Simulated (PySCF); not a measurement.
AlSiH5S, closed shell: at the start structure of a reaction step.

run.py

```python
import json, numpy as np
from pyscf import gto, scf, dft, mp, cc
EV, BOHR = 27.211386245988, 0.529177210903
mol = gto.M(atom="""
Al -1.125648 -0.453999 -0.312569
Si 0.613524 1.062120 0.507954
S -0.552420 -2.423516 -1.064393
H 0.759322 -2.238224 -0.838132
H -2.676920 -0.142940 -0.357742
H 1.961484 0.431183 0.429952
H 0.651618 2.319273 -0.292785
H 0.371007 1.446627 1.927821
""", basis="def2-svp", charge=0, spin=0, max_memory=7225, verbose=0)
def mean_field(mol, dm=None):
    mf = dft.RKS(mol, xc="pbe0").density_fit()
    mf.conv_tol = 1e-9; mf.grids.level = 4
    mf.kernel(dm0=dm)
    if not mf.converged: mf = mf.newton().run(mf.mo_coeff, mf.mo_occ)
    assert mf.converged
    return mf
def d4(mol):
    from pyscf.dispersion.dftd4 import DFTD4Dispersion
    real = gto.M(atom=[(mol.atom_pure_symbol(i), mol.atom_coord(i)) for i in range(8)], unit='B', charge=mol.charge, spin=None, basis='def2-svp', verbose=0)
    r = DFTD4Dispersion(real, xc="pbe0", atm=True).get_dispersion(grad=True); return r["energy"], r["gradient"]
def energy_and_gradient(mol, dm=None):
    mf = mean_field(mol, dm); e, g = d4(mol)
    return mf, (mf.e_tot + e) * EV, (mf.nuc_grad_method().kernel()[:8] + g) * EV / BOHR
out = {}
mf = mean_field(mol); e = d4(mol)[0]
out.update(energy=(mf.e_tot + e) * EV, converged=True, dispersion=e * EV)
out['s2'] = mf.spin_square()[0]; out['nelec'] = mol.nelec
print(f"Total energy {out['energy']:.6f} eV, <S^2> {out['s2']:.4f}")
json.dump(out, open("out.json", "w"), default=float)
```

Command:

```bash
OMP_NUM_THREADS=4 python run.py
```

It printed (PySCF 2.14):

```
Total energy -25373.988502 eV, <S^2> 0.0000
```

Hardware: 4 CPU threads of an AMD EPYC 7B13, shared host. Wall time about 2.8 s.
